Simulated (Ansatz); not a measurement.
carbonyl sulfide (COS), SMILES O=C=S.

Geometry: B3LYP-D3(BJ)/def2-TZVP.

Two levels are set side by side: PBE/def2-TZVPD (Ansatz, a quantum-chemistry and plane-wave program) and CAM-B3LYP/def2-TZVPD (Ansatz). Energy differences of separate SCF runs at the same geometry; the states with an electron removed or added have multiplicity 2 and 2. Differences are taken from unrounded values.

```csv
quantity,CAM-B3LYP,PBE,PBE minus CAM-B3LYP
vertical ionisation energy (eV),11.29,11.23,-0.07
vertical singlet–triplet gap (eV),4.85,4.98,0.13
```
